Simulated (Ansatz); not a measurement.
The input, for Ansatz 0.2.0:

```yaml
crystal:
  periodic: [false, false, false]
  atoms:
    - {symbol: Ge, position_ang: [0.000000, -0.055980, 0.745454]}
    - {symbol: B, position_ang: [0.000000, 1.181124, -0.592218]}
    - {symbol: Si, position_ang: [0.000000, -0.274288, -1.770241]}
    - {symbol: H, position_ang: [0.000000, -0.991342, 1.955236]}
basis:
  gaussian: {orbitals: cc-pVDZ, point_charges: [{charge: 1.00, position_ang: [4.550, 0.392, -0.407]}]}
magnetization: {spin_polarized: true, initial_magnetization: 0}
hamiltonian: {pseudopotentials: {relativity: none}}
correlation: {method: ccsd, electrons: outside_noble_gas}
```

```sh
$ ansatz run in.yaml --threads 1 --pin off --events-out ev --progress --plain --max-ram 2393MiB
```

Output:

```
688 factors; integrals over basis functions are off by at most 8.6e-4 eV
mean field evaluation 1: about -65017.2644 eV, gradient 1.1e1 eV
mean field evaluation 2: about -65017.3163 eV, gradient 1.1e1 eV
mean field evaluation 4: about -65018.4154 eV, gradient 2.1e0 eV
mean field evaluation 8: about -65018.4875 eV, gradient 2.3e-1 eV
mean field evaluation 16: about -65018.5317 eV, gradient 5.6e-1 eV
mean field evaluation 32: about -65018.4299 eV, gradient 5.0e-1 eV
mean field evaluation 64: about -65017.3858 eV, gradient 4.7e0 eV
mean field evaluation 96: about -65018.1573 eV, gradient 2.5e0 eV
mean field evaluation 128: about -65017.6651 eV, gradient 4.1e0 eV
mean field evaluation 160: about -65016.5299 eV, gradient 2.0e0 eV
mean field evaluation 192: about -65016.4578 eV, gradient 9.0e-1 eV
mean field evaluation 224: about -65016.4976 eV, gradient 1.2e-1 eV
mean field evaluation 256: about -65016.5090 eV, gradient 1.9e-1 eV
mean field -65018.57159695 eV, -2389.3884350172 hartree, gradient 4.9e-6 eV, S^2 0.465091; 9 other end points of the search recorded, 0 dependent functions left out
determinant -65018.57159695 eV, -2389.3884350172 hartree, with singles and doubles -65026.14275040 eV, -2389.6666697747 hartree
determinant -65016.66537091 eV, -2389.3183825023 hartree, with singles and doubles -65023.72803455 eV, -2389.5779306039 hartree
determinant -65018.49020282 eV, -2389.3854438381 hartree, with singles and doubles -65026.18224744 eV, -2389.6681212640 hartree
determinant -65018.57159695 eV, -2389.3884350172 hartree, with singles and doubles -65026.15635285 eV, -2389.6671696553 hartree
determinant -65018.49020282 eV, -2389.3854438381 hartree, with singles and doubles -65026.18176248 eV, -2389.6681034421 hartree
20 core orbitals not correlated: weight in the atoms' cores, before any rotation towards them, 0.999 or more for the frozen orbitals, at most 0.001 for the correlated occupied ones
reference -65018.49020282 eV, -2389.3854438381 hartree; 6, 6 occupied and 38, 38 virtual orbitals, 688 factors
second order -7.00365609 eV of doubles, -0.00000000 eV of singles
cycle   1  -7.69156042 eV  change   -7.6e-7 eV  update   1.6e-6
Total energy: -65026.18176324 eV, -2389.6681034701 hartree
```

Ran on 1 thread of Arm Neoverse V2, shared host: 16 s wall, 0.17 GiB peak host memory.
